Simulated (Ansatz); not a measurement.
# C4H5N: a ladder of functionals and wavefunction methods

The task here is to estimate one member of a computed series from the others.

Computed with Ansatz 0.2.0, Gaussian basis. Level: functionals in def2-TZVPP, the program's frozen cores in correlated methods.

Levels to be run: LDA (SPW92), PBE-D4, revPBE-D4, BLYP-D4, r2SCAN-D4, B97M-V, PBE0-D4, B3LYP-D4, r2SCANh-D4, r2SCAN0-D4, HSE06-D4, BHLYP-D4, CAM-B3LYP-D4, LC-ωPBE, ωB97X-V, ωB97M-V, B2PLYP, PBE-QIDH; CCSD(T)/def2-SVP; CCSD(T)/def2-TZVPP; MP2/def2-QZVPP; extrapolation to the limit; RPA on PBE.

## The geometry

An earlier PBE0-D4 in a triple-zeta def2 set relaxation fixed the geometry.

SMILES `C/C=C\C#N`, 10 atoms, charge 0, spin multiplicity 1.

Atoms are counted from 1 here; the program's logs count them from 0.

Bond lengths: C1–C2 1.482 Å, C1–H6 1.094 Å, C1–H7 1.090 Å, C1–H8 1.094 Å, C2–C3 1.335 Å, C2–H9 1.087 Å, C3–C4 1.422 Å, C3–H10 1.084 Å, C4–N5 1.153 Å. Angles: C2–C1–H6 110.3°, C2–C1–H7 112.1°, C2–C1–H8 110.3°, H6–C1–H7 108.7°, H6–C1–H8 106.5°, H7–C1–H8 108.8°, C1–C2–C3 125.9°, C1–C2–H9 117.0°, C3–C2–H9 117.1°, C2–C3–C4 122.8°, C2–C3–H10 121.1°, C4–C3–H10 116.1°, C3–C4–N5 179.4°.

The first run:

Contents of in.yaml:

```yaml
crystal:
  periodic: [false, false, false]
  atoms:
    - {symbol: C, position_ang: [-0.926939, -0.810019, 0.417630]}
    - {symbol: C, position_ang: [0.390849, -0.178198, 0.665612]}
    - {symbol: C, position_ang: [1.008584, 0.687719, -0.140913]}
    - {symbol: C, position_ang: [0.454023, 1.119953, -1.376673]}
    - {symbol: N, position_ang: [0.014793, 1.477691, -2.380499]}
    - {symbol: H, position_ang: [-1.623289, -0.564825, 1.225528]}
    - {symbol: H, position_ang: [-1.362908, -0.491165, -0.529440]}
    - {symbol: H, position_ang: [-0.830069, -1.900046, 0.411299]}
    - {symbol: H, position_ang: [0.899640, -0.444303, 1.588124]}
    - {symbol: H, position_ang: [1.975305, 1.103193, 0.119342]}
basis:
  gaussian: {orbitals: def2-TZVPP}
hamiltonian: {xc: lda}
output: {orbitals: {seedname: orbitals}}
```

Started as:

```console
$ ansatz run in.yaml --threads 4 --pin off --events-out ev --progress --plain --max-ram 10444MiB
```

Steps of the session up to this table: LDA; PBE-D4 (GGA); revPBE-D4 (GGA); BLYP-D4 (GGA); r2SCAN-D4 (meta-GGA); B97M-V (meta-GGA); PBE0-D4 (hybrid); B3LYP-D4 (hybrid); r2SCANh-D4 (hybrid); r2SCAN0-D4 (hybrid); HSE06-D4 (hybrid); BHLYP-D4 (hybrid); CAM-B3LYP-D4 (range-separated); LC-ωPBE (range-separated); ωB97X-V (range-separated); ωB97M-V (range-separated); B2PLYP (double hybrid); PBE-QIDH (double hybrid).

One of the session's tables, all rows but one given; the rest of the session is left out.

It belongs to the step «Frontier levels by functional». 

```
  functional  HOMO (eV)  gap (eV)
 LDA (SPW92)      -7.05      4.51
      PBE-D4          ?         ?
   revPBE-D4      -6.79      4.57
     BLYP-D4      -6.70      4.54
   r2SCAN-D4      -7.06      4.91
      B97M-V      -7.03      5.00
     PBE0-D4      -7.97      6.62
    B3LYP-D4      -7.75      6.19
  r2SCANh-D4      -7.48      5.68
  r2SCAN0-D4      -8.11      6.85
    HSE06-D4      -7.57      5.85
    BHLYP-D4      -8.93      8.68
CAM-B3LYP-D4      -9.26      9.05
     LC-ωPBE     -10.62     11.54
     ωB97X-V     -10.22     11.09
     ωB97M-V     -10.12     10.91
```

Estimate the missing values for PBE-D4.

The run gave: HOMO (eV): -6.86; gap (eV): 4.56. In the column «HOMO (eV)» it lies between B97M-V (-7.03) and revPBE-D4 (-6.79).
